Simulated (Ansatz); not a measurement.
Scan of AsH3⁺, doublet

Starting geometry (PBE0/def2-TZVP stationary point for this spin, not checked as a minimum):

```json
{"atom": "As", "x (Å)": "0.0001", "y (Å)": "0.0000", "z (Å)": "-0.0162"}
{"atom": "H", "x (Å)": "1.4362", "y (Å)": "0.0138", "z (Å)": "0.4059"}
{"atom": "H", "x (Å)": "-0.7317", "y (Å)": "1.2385", "z (Å)": "0.3977"}
{"atom": "H", "x (Å)": "-0.7085", "y (Å)": "-1.2513", "z (Å)": "0.3998"}
```

From there H3 moves along the line of the two atoms named below, all else staying in place; atoms are numbered as listed. Energies are in kJ/mol, counted from the starting geometry at the same level. Kohn–Sham curves are unrestricted where that lies lower.

Basis 6-31G (Cartesian d functions); Ansatz 0.2.0. Correlated methods freeze the noble-gas cores and the filled d shells of p-block atoms. Prefix R: restricted or restricted open-shell reference; prefix U: unrestricted. Active spaces: valence = (7e, 7o) chosen from the atoms' valence shells. No spin–orbit coupling is included, and no scalar relativity.

Unrestricted rows (U, and Kohn–Sham where it breaks symmetry) aren't spin-pure: their determinants' ⟨S²⟩ exceeds S(S+1) by up to 0.49, so they mix in states of higher spin. Runs in a small pair space aren't shown, since their orbitals change along the scan.

Full CI is exact within this basis and frozen core; it isn't the basis-set limit. The frozen core follows each run's orbitals, which can shift R against U totals by a few meV for light atoms and by up to 0.1 eV past Ca.

| distance As1-H3 (Å) | full CI | curve A | curve B | curve C | curve D |
| --- | --- | --- | --- | --- | --- |
| 1.226 | 115.4 | 115.2 | 115.2 | 114.8 | 110.9 |
| 1.340 | 33.4 | 34.2 | 33.2 | 33.1 | 31.6 |
| 1.497 | 0.0 | 0.0 | 0.0 | 0.0 | 0.0 |
| 1.678 | 20.1 | 18.2 | 20.3 | 20.0 | 21.2 |
| 1.806 | 51.0 | 48.3 | 51.3 | 50.7 | 53.4 |
| 2.024 | 112.2 | 110.5 | 113.2 | 111.5 | 118.6 |
| 2.343 | 193.6 | 197.8 | 196.3 | 192.2 | 206.7 |
| 2.767 | 264.7 | 265.1 | 269.1 | 262.3 | 270.5 |
| 3.246 | 293.6 | 290.8 | 294.6 | 289.8 | 297.6 |
| 4.068 | 297.3 | 303.0 | 297.6 | 290.7 | 313.1 |
| 5.137 | 298.0 | 301.7 | 298.3 | 291.2 | 315.6 |

The curves come from B3LYP, CASSCF (valence space), PBE, UCCSD(T). Compare each with full CI and say which is which.

A: PBE, B: UCCSD(T), C: CASSCF (valence space), D: B3LYP. Spread of the error against full CI, over the points where both stand: A 8.5, B 4.6, C 6.7, D 22.1 kJ/mol. B3LYP at 5.137 Å lies 17.6 kJ/mol (6 %) above the reference in this basis.

In so small a basis the reference is far from its limit while semilocal and hybrid functionals are nearer theirs, so the functionals' errors here hold much of the reference's basis and frozen-core error, which can add to them or hide them.
